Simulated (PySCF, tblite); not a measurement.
Isomers of C3H8NO (doublet state), one GFN2-xTB conformer each. Single-point energies are computed at B3LYP/pcH-1 (PySCF, gas phase, no added dispersion term), electronic only. GFN2-xTB treats the open shell by occupation alone, and not every SCF solution was tested for stability.

```
         SMILES  GFN2-xTB relative energy (kJ/mol)
CO[C@@H](C)[NH]                               31.0
       CCOC[NH]                               29.6
       CCO[CH]N                                0.0
```

Conformers: `[CH3:1][O:2][C@@H:3]([CH3:4])[NH:5]` (doublet state) with C1–O2–C3–C4 -129°, O2–C3–N5–H -176°; `[CH3:1][CH2:2][O:3][CH2:4][NH:5]` (doublet state) with C1–C2–O3–C4 -76°, C2–O3–C4–N5 -176°, O3–C4–N5–H -3°; `[CH3:1][CH2:2][O:3][CH:4][NH2:5]` (doublet state) with C1–C2–O3–C4 176°, C2–O3–C4–N5 168°, O3–C4–N5–H 115° and -13°.

Question: What does B3LYP/pcH-1 give for the same structures?

Answer: 
```json
{"SMILES": "CCO[CH]N", "B3LYP/pcH-1 E (Eh)": "-249.06587", "B3LYP/pcH-1 (kJ/mol)": "0.0", "GFN2-xTB (kJ/mol)": "0.0", "point group": "–"}
{"SMILES": "CCOC[NH]", "B3LYP/pcH-1 E (Eh)": "-249.05143", "B3LYP/pcH-1 (kJ/mol)": "37.9", "GFN2-xTB (kJ/mol)": "29.6", "point group": "C1"}
{"SMILES": "CO[C@@H](C)[NH]", "B3LYP/pcH-1 E (Eh)": "-249.04844", "B3LYP/pcH-1 (kJ/mol)": "45.8", "GFN2-xTB (kJ/mol)": "31.0", "point group": "C1"}
```

Both levels put the same isomer lowest; measured from each level's own lowest isomer, the values differ by up to 14.8 kJ/mol (CO[C@@H](C)[NH]: 31.0 against 45.8). Neighbours under 21 kJ/mol apart (CCOC[NH] and CO[C@@H](C)[NH]) can change places with a better method, another conformer or zero-point energy.

Question: What happens when harmonic zero-point energies from GFN2-xTB frequencies are added?

Answer: 
```
         SMILES  ZPE (kJ/mol)  electronic (kJ/mol)  with ZPE (kJ/mol)
       CCO[CH]N         284.4                  0.0                0.0
       CCOC[NH]         282.0                 37.9               35.5
CO[C@@H](C)[NH]         281.4                 45.8               42.7
```

The zero-point energies span 3.0 kJ/mol. The order is unchanged.
